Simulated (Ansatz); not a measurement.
Reaction (atomization): `O=C=NCF` → 2 C• + F• + 2 H• + N• + O•

Isolated molecules relaxed with PBE0-D4/def2-TZVP in Ansatz; ΔE leaves out vibrations. CBS: MP2 limit from def2 TZ/QZ plus the TZ coupled-cluster correction, frozen cores. This one scheme is used for every species, atoms too. Functionals use def2-TZVPP. HSE06 is defined as in plane-wave codes. Open shells (•) are unrestricted, without spin–orbit coupling. Spin–orbit coupling would lower the free atoms: a little for C, F, O. Each species was taken in one conformer, which may not be the lowest.

`O=C=NCF`:

```xyz
7

O     0.472    0.605   -2.532
C     0.034    0.429   -1.471
N    -0.524    0.295   -0.414
C    -0.139   -0.210    0.850
F     1.169   -0.629    0.855
H    -0.768   -1.065    1.109
H    -0.243    0.576    1.603
```

**Question.** What is ΔE at CCSD(T)/CBS? (Estimate.)

**Answer.** Computed: +3047.8 kJ/mol.

**Question.** What do these levels give: LDA (SPW92), BLYP-D4, B2PLYP, PBE, BLYP, r2SCANh, r2SCAN0, HSE06, CAM-B3LYP, LC-ωPBE, CCSD/def2-SVP, SCS-MP2/def2-TZVPP? (Estimate.)

**Answer.** Computed: LDA (SPW92) 3691.4, BLYP-D4 3136.4, B2PLYP 3051.7, PBE 3233.8, BLYP 3113.6, r2SCANh 3039.8, r2SCAN0 2973.9, HSE06 3096.2, CAM-B3LYP 3082.0, LC-ωPBE 3087.8, CCSD/def2-SVP 2834.5, SCS-MP2/def2-TZVPP 3036.5 kJ/mol.

**Question.** What do rigid-rotor, harmonic-oscillator terms from PBE0-D4/def2-TZVP frequencies (298.15 K, 1 bar) make of the CCSD(T)/CBS value? (Estimate.)

**Answer.** The calculation gave: ΔZPE = -116.1 kJ/mol, ΔH = +2959.4 kJ/mol, ΔS = 708 J/(mol·K), ΔG = +2748.4 kJ/mol. Open shells count their whole term as degenerate. Modes under 50 cm⁻¹ make the entropy rough.

Largest T1 diagnostic among the species: 0.015.

From BLYP to BHLYP (50 % exact exchange), in def2-TZVPP and without D4, ΔE moves by −234.0 kJ/mol: exact exchange takes away binding that semilocal exchange gives to molecules. The D4 term adds +16.0 kJ/mol with B3LYP and +8.3 kJ/mol with PBE0; it sums over pairs of atoms, weighted by their polarisabilities, and B3LYP, whose exchange is more repulsive, gets the larger term. Leaving LDA and LC-ωPBE aside and taking each functional with its dispersion term where it has one, the values, not all of them listed here, spread over 353.4 kJ/mol, from BHLYP-D4 to PBE-D4. LDA lies +457.6 kJ/mol from PBE without D4, its usual overbinding.

B3LYP here is the variant with VWN-RPA as its local correlation; programs differ in this.

For atomizations the MP2-based limit and the directly extrapolated one differ by several kJ/mol either way, and by 10 to 25 for some Ge, Se and Sn compounds, so smaller differences from it don't rank the levels.
